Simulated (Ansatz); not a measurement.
Program: Ansatz 0.2.0.

C$_{5}$H$_{10}$O, SMILES `C1CCOCC1` at its PBE0-D4/def2-TZVP geometry, where that method's forces vanish. Charge 0, multiplicity 1.

| atom | x (Å) | y (Å) | z (Å) |
| --- | --- | --- | --- |
| C1 | 0.051 | -1.216 | 0.342 |
| C2 | -0.303 | -0.049 | 1.250 |
| C3 | 0.559 | 1.161 | 0.879 |
| O4 | 0.981 | 1.131 | -0.471 |
| C5 | -0.033 | 0.652 | -1.324 |
| C6 | -0.260 | -0.847 | -1.110 |
| H7 | -0.487 | -2.120 | 0.636 |
| H8 | 1.118 | -1.435 | 0.445 |
| H9 | -1.366 | 0.188 | 1.136 |
| H10 | -0.151 | -0.297 | 2.303 |
| H11 | 0.017 | 2.097 | 1.079 |
| H12 | 1.477 | 1.174 | 1.471 |
| H13 | -0.962 | 1.215 | -1.151 |
| H14 | 0.290 | 0.866 | -2.344 |
| H15 | 0.370 | -1.429 | -1.787 |
| H16 | -1.300 | -1.091 | -1.353 |

(1) For each bond, give half the difference of the two atoms' forces along it (eV/Å; positive pushes the atoms apart) under PBE-D4, r2SCAN-D4, B3LYP-D4, ωB97M-V in def2-TZVPP. (An estimate is asked.)

Answers

(1) The calculation gave: 
```json
{"bond": "C1–C6", "length (Å)": "1.531", "PBE-D4": "0.04", "r2SCAN-D4": "0.11", "B3LYP-D4": "0.17", "ωB97M-V": "0.13"}
{"bond": "C1–H7", "length (Å)": "1.092", "PBE-D4": "0.08", "r2SCAN-D4": "-0.06", "B3LYP-D4": "-0.14", "ωB97M-V": "-0.11"}
{"bond": "C1–H8", "length (Å)": "1.094", "PBE-D4": "0.11", "r2SCAN-D4": "-0.05", "B3LYP-D4": "-0.10", "ωB97M-V": "-0.11"}
{"bond": "C2–C3", "length (Å)": "1.531", "PBE-D4": "-0.02", "r2SCAN-D4": "0.06", "B3LYP-D4": "0.16", "ωB97M-V": "0.10"}
{"bond": "C2–H9", "length (Å)": "1.095", "PBE-D4": "0.10", "r2SCAN-D4": "-0.05", "B3LYP-D4": "-0.10", "ωB97M-V": "-0.10"}
{"bond": "C2–H10", "length (Å)": "1.093", "PBE-D4": "0.07", "r2SCAN-D4": "-0.06", "B3LYP-D4": "-0.13", "ωB97M-V": "-0.10"}
{"bond": "C3–O4", "length (Å)": "1.414", "PBE-D4": "0.32", "r2SCAN-D4": "0.26", "B3LYP-D4": "0.25", "ωB97M-V": "0.19"}
{"bond": "C3–H11", "length (Å)": "1.100", "PBE-D4": "0.09", "r2SCAN-D4": "-0.06", "B3LYP-D4": "-0.14", "ωB97M-V": "-0.13"}
{"bond": "C3–H12", "length (Å)": "1.093", "PBE-D4": "0.09", "r2SCAN-D4": "-0.07", "B3LYP-D4": "-0.17", "ωB97M-V": "-0.13"}
{"bond": "O4–C5", "length (Å)": "1.409", "PBE-D4": "0.32", "r2SCAN-D4": "0.25", "B3LYP-D4": "0.25", "ωB97M-V": "0.19"}
{"bond": "C5–C6", "length (Å)": "1.531", "PBE-D4": "-0.01", "r2SCAN-D4": "0.07", "B3LYP-D4": "0.15", "ωB97M-V": "0.10"}
{"bond": "C5–H14", "length (Å)": "1.091", "PBE-D4": "0.07", "r2SCAN-D4": "-0.09", "B3LYP-D4": "-0.19", "ωB97M-V": "-0.13"}
{"bond": "C6–H15", "length (Å)": "1.093", "PBE-D4": "0.09", "r2SCAN-D4": "-0.06", "B3LYP-D4": "-0.12", "ωB97M-V": "-0.11"}
{"bond": "C6–H16", "length (Å)": "1.095", "PBE-D4": "0.09", "r2SCAN-D4": "-0.05", "B3LYP-D4": "-0.11", "ωB97M-V": "-0.10"}
```

B3LYP here is the variant with VWN-RPA as its local correlation; programs differ in this.
